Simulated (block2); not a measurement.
# BH3O2 (SMILES OBO) at DMRG/STO-3G, part 2 of 2

block2 0.5.4. The steps go on from the part before.

**3. The doublet cation: the energy at DMRG/STO-3G**

prepare.py reads:

```python
from pyscf import ao2mo, cc, dft, gto, mcscf, mp, scf
from pyscf.tools import fcidump

mol = gto.M(atom=[
    ("O", (-1.176200, -0.524500, -0.251800)),
    ("B", (0.049500, 0.028100, -0.072900)),
    ("O", (0.580600, -0.053800, 1.172500)),
    ("H", (-1.494700, -0.433500, -1.150600)),
    ("H", (0.637800, 0.565600, -0.976100)),
    ("H", (1.445200, 0.354100, 1.232800)),
], basis="sto-3g", charge=1, spin=1, verbose=3, max_memory=2000)
print("basis functions = %d" % (mol.nao))
mf = scf.ROHF(mol)
mf.conv_tol = 1e-10
mf.max_cycle = 200
mf.kernel()
if not mf.converged:
    mf = mf.newton().run(mf.mo_coeff, mf.mo_occ)
print("E(SCF) = %.10f" % (mf.e_tot))
# single-reference ladder for comparison
ref = scf.UHF(mol).run(mf.make_rdm1(), conv_tol=1e-10)
pt = mp.MP2(ref, frozen=3).run()
mycc = cc.CCSD(ref, frozen=3)
mycc.max_cycle = 150
mycc.kernel()
print(f"MP2 total energy = {pt.e_tot:.10f}")
if mycc.converged:
    print("CCSD total energy = %.10f" % (mycc.e_tot))
    print("CCSD(T) total energy = %.10f" % (mycc.e_tot + mycc.ccsd_t()))
# a few density functionals on the same geometry and basis
ks = dft.UKS(mol, xc="tpss").set(conv_tol=1e-9, verbose=3).run(mf.make_rdm1())
if ks.converged:
    print("E(TPSS) = %.8f" % (ks.e_tot))
ks = dft.UKS(mol, xc="b3lyp").set(conv_tol=1e-9, verbose=3).run(mf.make_rdm1())
if ks.converged:
    print(f"E(B3LYP) = {ks.e_tot:.8f}")
ks = dft.UKS(mol, xc="m062x").set(conv_tol=1e-9, verbose=3).run(mf.make_rdm1())
if ks.converged:
    print("E(M06-2X) = %.8f" % (ks.e_tot))
# rotate to MP2 natural orbitals
occ_no, mo = mcscf.addons.make_natural_orbitals(mp.MP2(mf.to_uhf(), frozen=3).run())
mf.mo_coeff = mo
# write the integrals of the correlated orbitals
cas = mcscf.CASCI(mf, 15, 17)
h1, ecore = cas.get_h1eff()
fcidump.from_integrals("FCIDUMP", h1, cas.get_h2eff(), 15, 17, nuc=ecore, ms=1)
```

dmrg.conf reads:

```
sym c1
orbitals FCIDUMP
nelec 17
spin 1
irrep 1
occ 2 2 2 2 2 2 2 2 1 0 0 0 0 0 0
cbias 0.2
schedule
0 112 1E-09 1E-04
2 150 1E-09 1E-05
4 150 1E-10 0.0
end
maxiter 10
sweep_tol 1E-07
fiedler
mem 1g
num_thrds 1
prefix ./tmp
outputlevel 1
onepdm
```

Launch:

```bash
$ python prepare.py && block2main dmrg.conf
```

The program printed:

```text
$ python prepare.py
basis functions = 18
converged SCF energy = -173.534512511377
E(SCF) = -173.5345125114
converged SCF energy = -173.544516090538  <S^2> = 0.78482912  2S+1 = 2.034531
E(UMP2) = -173.689181400598  E_corr = -0.144665310060025
E(SCS-UMP2) = -173.686583564587  E_corr = -0.142067474048327
E(UCCSD) = -173.718896974684  E_corr = -0.1743808841457654
MP2 total energy = -173.6891814006
CCSD total energy = -173.7188969747
UCCSD(T) correction = -0.00949134541698925
CCSD(T) total energy = -173.7283883201
converged SCF energy = -174.494611479822  <S^2> = 0.76485245  2S+1 = 2.0147977
E(TPSS) = -174.49461148
converged SCF energy = -174.431256503461  <S^2> = 0.75546223  2S+1 = 2.0054548
E(B3LYP) = -174.43125650
converged SCF energy = -174.418711729755  <S^2> = 0.75768598  2S+1 = 2.0076713
E(M06-2X) = -174.41871173
E(UMP2) = -173.688363287184  E_corr = -0.153850775807479
E(SCS-UMP2) = -173.686379811114  E_corr = -0.151867299737333

$ block2main dmrg.conf

********************************** INPUT START **********************************
sym                                                             c1
orbitals                                                   FCIDUMP
nelec                                                           17
spin                                                             1
irrep                                                            1
occ                                  2 2 2 2 2 2 2 2 1 0 0 0 0 0 0
cbias                                                          0.2
maxiter                                                         10
sweep_tol                                                    1E-07
fiedler
mem                                                             1g
num_thrds                                                        1
prefix                                                       ./tmp
outputlevel                                                      1
onepdm
schedule                  Sweep   0-   1 : Mmps =   112 Noise =    0.0001 DavTol =     1e-09
                          Sweep   2-   3 : Mmps =   150 Noise =     1e-05 DavTol =     1e-09
                          Sweep   4-   9 : Mmps =   150 Noise =         0 DavTol =     1e-10
********************************** INPUT END   **********************************

SPIN ADAPTED - REAL DOMAIN - DOUBLE PREC
qc mpo type =  QCTypes.Conventional
 UseMainStack = 0 MinDiskUsage = 1 MinMemUsage = 0 IBuf = 0 OBuf = 0
 FPCompression: prec = 1.00e-16 chunk = 1024
 IMain = 0 B / 66.8 MB DMain = 0 B / 343 MB ISeco = 0 B / 28.6 MB DSeco = 0 B / 515 MB
 OpenMP = 1 TBB = 0 BLIS = 0 MKL = NONE  SeqType = Tasked AlignType = None MKLIntLen = 4
 THREADING = 2 layers : Global | Operator BatchedGEMM
 NUMBER : Global = 1 Operator = 1 Quanta = 0 MKL = 1
 COMPLEX = 1 SINGLE-PREC = 1 KSYMM = 0
using fiedler reorder =  [14 12 13 11  4  5  3  8 10  7  1  0  6  2  9]
read integral finished 0.016406349001044873
integral sym error =            0
MinMPOMemUsage =  False
MPS =  CCRRRRRRRRRRRRR 0 2 < N=17 S=1/2 PG=0 >
GS INIT MPS BOND DIMS =       1     3    10    35   117   124   125   129   129   130   126   123    56    15     4     1
pre-mpo memory usage =  156 MB
build mpo start ...
build mpo finished ... Tread = 0.000 Twrite = 0.000 T = 0.021
simpl mpo start ...
simpl mpo finished ... Tread = 0.000 Twrite = 0.000 T = 0.070
GS MPO BOND DIMS =      20    27    38    53    72    95   122   122    95    72    53    38    27    20     1
build 1pdm mpo 0.1418513430035091
build identity mpo 0.1434350390045438
memory usage =  179 MB
para mpo finished 0.1442283410069649
env init finished 0.6423808250037837

Sweep =    0 | Direction =  forward | Bond dimension =  112 | Noise =  1.00e-04 | Dav threshold =  1.00e-09
Time elapsed =     11.441 | E =    -173.6398574399 | DW = 8.41553e-06

Sweep =    1 | Direction = backward | Bond dimension =  112 | Noise =  1.00e-04 | Dav threshold =  1.00e-09
Time elapsed =     21.188 | E =    -173.7504192707 | DE = -1.11e-01 | DW = 1.16099e-04

Sweep =    2 | Direction =  forward | Bond dimension =  150 | Noise =  1.00e-05 | Dav threshold =  1.00e-09
Time elapsed =     35.412 | E =    -173.7543058864 | DE = -3.89e-03 | DW = 2.07737e-05

Sweep =    3 | Direction = backward | Bond dimension =  150 | Noise =  1.00e-05 | Dav threshold =  1.00e-09
Time elapsed =     51.279 | E =    -173.7544770952 | DE = -1.71e-04 | DW = 9.30475e-05

Sweep =    4 | Direction =  forward | Bond dimension =  150 | Noise =  0.00e+00 | Dav threshold =  1.00e-10
Time elapsed =     69.416 | E =    -173.7548836548 | DE = -4.07e-04 | DW = 3.54643e-05

Sweep =    5 | Direction = backward | Bond dimension =  150 | Noise =  0.00e+00 | Dav threshold =  1.00e-10
Time elapsed =     85.804 | E =    -173.7548976633 | DE = -1.40e-05 | DW = 1.03612e-04

Sweep =    6 | Direction =  forward | Bond dimension =  150 | Noise =  0.00e+00 | Dav threshold =  1.00e-10
Time elapsed =    103.206 | E =    -173.7549400398 | DE = -4.24e-05 | DW = 3.61419e-05

Sweep =    7 | Direction = backward | Bond dimension =  150 | Noise =  0.00e+00 | Dav threshold =  1.00e-10
Time elapsed =    119.688 | E =    -173.7549402278 | DE = -1.88e-07 | DW = 1.05436e-04

Sweep =    8 | Direction =  forward | Bond dimension =  150 | Noise =  0.00e+00 | Dav threshold =  1.00e-10
Time elapsed =    137.044 | E =    -173.7549431732 | DE = -2.95e-06 | DW = 3.62669e-05

Sweep =    9 | Direction = backward | Bond dimension =  150 | Noise =  0.00e+00 | Dav threshold =  1.00e-10
Time elapsed =    153.522 | E =    -173.7549431649 | DE = 8.26e-09 | DW = 1.06466e-04

Final canonical form =  CRRRRRRRRRRRRRR 0
DMRG Energy = -173.754943164935497
npdm string = ['(C+D)0']

Build NPDM MPO | Nsites =    15 | Nmaxops =  2 | SymbolFree = T | Cutoff = 0.00e+00
 Site =     0 /    15 .. L =        4 R =        1 M =            0 Tmid = 0.000 T = 0.000
 Site =     1 /    15 .. L =        4 R =       29 M =           29 Tmid = 0.000 T = 0.000
 Site =     2 /    15 .. L =        4 R =       27 M =           27 Tmid = 0.000 T = 0.000
 Site =     3 /    15 .. L =        4 R =       25 M =           25 Tmid = 0.000 T = 0.000
 Site =     4 /    15 .. L =        4 R =       23 M =           23 Tmid = 0.000 T = 0.000
 Site =     5 /    15 .. L =        4 R =       21 M =           21 Tmid = 0.000 T = 0.000
 Site =     6 /    15 .. L =        4 R =       19 M =           19 Tmid = 0.000 T = 0.000
 Site =     7 /    15 .. L =        4 R =       17 M =           17 Tmid = 0.000 T = 0.000
 Site =     8 /    15 .. L =        4 R =       15 M =           15 Tmid = 0.000 T = 0.000
 Site =     9 /    15 .. L =        4 R =       13 M =           13 Tmid = 0.000 T = 0.000
 Site =    10 /    15 .. L =        4 R =       11 M =           11 Tmid = 0.000 T = 0.000
 Site =    11 /    15 .. L =        4 R =        9 M =            9 Tmid = 0.000 T = 0.000
 Site =    12 /    15 .. L =        4 R =        7 M =            7 Tmid = 0.000 T = 0.000
 Site =    13 /    15 .. L =        4 R =        5 M =            5 Tmid = 0.000 T = 0.000
 Site =    14 /    15 .. L =        1 R =        4 M =            4 Tmid = 0.000 T = 0.000
Ttotal =      0.000

Expectation | Direction =  forward | BRA bond dimension =  150 | KET bond dimension =  150
Time elapsed =      0.168
NPDM Sorting | Nsites =    15 | Nmaxops =  2 | DotSite = 2 | SymbolFree = T | Compressed = T | LowMem = F | Mem = 1.76 KB
Ttotal =      0.000

DMRG OCC =   1.992 1.992 1.882 1.982 1.979 1.974 1.016 1.981 1.980 0.104 0.025 0.028 0.024 0.023 0.018
```

Wall time 2.7 min (1 thread of Arm Neoverse V1, shared host); peak memory 0.26 GiB.

**4. Results**

This closing draws on all 2 parts.

At DMRG/STO-3G, 3 core orbitals frozen:

```
                                          quantity          value
                  run 1, DMRG/STO-3G: total energy  -174.03610 Eh
run 1, DMRG/STO-3G: T1 diagnostic of the CCSD step          0.017
                      doublet cation: total energy  -173.75494 Eh
vertical ionisation energy (to the doublet cation)       7.651 eV
```

In words: The vertical ionisation energy comes to 7.65 eV (738 kJ/mol). In a minimal basis such a difference can be off by several eV, whatever the method.
